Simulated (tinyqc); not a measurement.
Orbital energy against energy difference: ionisation energy by orbital energies and by energy differences in the cc-pvdz basis, for H2O, spin multiplicity 1. Computed by the program tinyqc with PySCF. 

Geometry (angstrom):
```
atom       x        y       z
O     0.0000   0.0000  0.0000
H     0.0000   0.7630  0.4560
H     0.0000  -0.7370  0.4410
```

CCSD(T) difference in the same basis = 12.2336 eV

IP-EOM-CCSD = 12.0778 eV

The cation is unrestricted; errors are against CCSD(T) in this basis, not against experiment.

First vertical ionisation energy (eV):
```
method     -e(HOMO)  E(cation) - E  error of -e(HOMO)  error of the difference
HF          13.4993      11.027771             1.2658                  -1.2058
LDA          6.3485      12.954932            -5.8851                   0.7214
PBE          6.2311      12.578894            -6.0024                   0.3453
B3LYP        7.9405      12.613037            -4.2930                   0.3795
PBE0         8.3199      12.497767            -3.9136                   0.2642
CAM-B3LYP    9.8445      12.614656            -2.3891                   0.3811
LC-wPBE     11.3371      12.672804            -0.8964                   0.4392
```

Koopmans errs by +1.27 eV and Delta-HF by -1.21 eV: relaxation, 2.47 eV, lowers the value and the missing correlation difference works against it. The PBE level is off by -6.0 eV through the wrong tail of its potential, though its energy difference is off by +0.35 eV; exact exchange deepens the level, and among the orbital energies LC-wPBE comes closest; among the differences PBE0 does.
